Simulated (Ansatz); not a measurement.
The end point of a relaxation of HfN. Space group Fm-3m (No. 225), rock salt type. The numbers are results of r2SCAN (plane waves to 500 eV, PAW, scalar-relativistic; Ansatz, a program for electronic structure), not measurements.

```cif
data_HfN
_chemical_formula_sum 'Hf1 N1'
_space_group_name_H-M_alt 'P 1'
_space_group_IT_number 1
_cell_length_a 3.19999
_cell_length_b 3.19999
_cell_length_c 3.19999
_cell_angle_alpha 60.000
_cell_angle_beta 60.000
_cell_angle_gamma 60.000
loop_
_space_group_symop_operation_xyz
  'x, y, z'
loop_
_atom_site_label
_atom_site_type_symbol
_atom_site_fract_x
_atom_site_fract_y
_atom_site_fract_z
_atom_site_occupancy
Hf1 Hf 0.00000 0.00000 0.00000 1
N1 N 0.50000 0.50000 0.50000 1
```

```json
{
  "volume_per_atom": "11.59 Å³",
  "band_gap": "zero (metallic)",
  "shortest_distances": "Hf–N 2.26 Å; N–N 3.20 Å; Hf–Hf 3.20 Å",
  "k-mesh": "18×18×18"
}
```

Band energies at high-symmetry points (eV from the Fermi level; labels of this space group; no spin-orbit coupling), from −5 eV up to 1.7 eV:

```json
[
 {"point": "Γ", "energies": "-3.32 -3.32 -3.32 -0.35 -0.35 -0.35"},
 {"point": "X", "energies": "-4.06 -4.06 -3.88"},
 {"point": "U", "energies": "-0.87"},
 {"point": "K", "energies": "-0.87"},
 {"point": "L", "energies": "–"},
 {"point": "W", "energies": "1.14 1.14"}
]
```

No spin polarisation in the result. The relaxed primitive cell holds an odd number of electrons. A magnetic state may lie lower.

Measured for HfN: a 4.519 Å (0 K or low temperature; as listed in Guo-Xu Zhang et al., New Journal of Physics (2018)). Computed minus measured — a: r2SCAN +0.1 %. The computed values are for a static lattice.

The run could not lose the symmetry of its start; a randomly shaken copy of 4 atoms returns to this structure.
